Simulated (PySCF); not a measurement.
Molecule: SMILES CC(C)[C@H]1CS1, C5H10S.

Bonds (- single, = double, # triple, : aromatic): C1-C2, C2-C3, C2-C4, C4-C5, C5-S6, S6-C4. C1 carries H7, H8, H9; C2 carries H10; C3 carries H11, H12, H13; C4 carries H14; C5 carries H15, H16. Stereochemistry as in CC(C)[C@H]1CS1. H15 is cis to C2 on the ring; H16 is trans to C2 on the ring.

Frames of a GFN2-xTB Langevin trajectory at 300 K; GIAO PBE0/pcSseg-1 shieldings in PySCF 2.14, gas phase, non-relativistic; equivalent atoms averaged within each frame.

Scale: 13C (σ = 186.93 ppm), 1H (σ = 31.72 ppm) vs TMS; CS2 for 33S (σ = 503.73 ppm) (reference shieldings calculated alike). The references are static minima.

Question: How do the shifts (ppm) fluctuate along the trajectory?

Answer: 
| time (fs) | C4 | C2 | C5 | C1 | C3 | S6 | H15 | H16 | H14 | H7/H8/H9 |
| --- | --- | --- | --- | --- | --- | --- | --- | --- | --- | --- |
| optimised geometry | 44.8 | 41.8 | 27.6 | 24.0 | 25.0 | -210 | 2.03 | 2.39 | 2.31 | 1.11 |
| 250 | 45.0 | 37.5 | 34.4 | 26.4 | 19.5 | -174 | 3.29 | 3.20 | 2.95 | 1.25 |
| 425 | 43.5 | 44.5 | 40.2 | 28.9 | 23.3 | -222 | 3.65 | 3.87 | 1.26 | 1.28 |
| 625 | 54.7 | 44.7 | 35.5 | 26.8 | 22.8 | -169 | 2.18 | 4.74 | 1.83 | 0.83 |
| 800 | 46.9 | 34.2 | 31.4 | 15.5 | 21.4 | -254 | 2.49 | 3.99 | 3.41 | 0.26 |
| 1000 | 46.3 | 42.7 | 30.3 | 22.6 | 30.5 | -149 | 2.41 | 1.97 | 4.07 | 1.02 |
| mean of frames | 47.3 | 40.7 | 34.4 | 24.1 | 23.5 | -194 | 2.81 | 3.55 | 2.70 | 0.93 |
| standard deviation | 4.4 | 4.7 | 3.9 | 5.3 | 4.2 | 43 | 0.63 | 1.04 | 1.15 | 0.41 |

5 frames give an uncertainty of the mean of about the standard deviation over 2.2 at best, since frames this close in time may not be independent; classical motion lacks zero-point vibration, and the reference would need the same averaging.
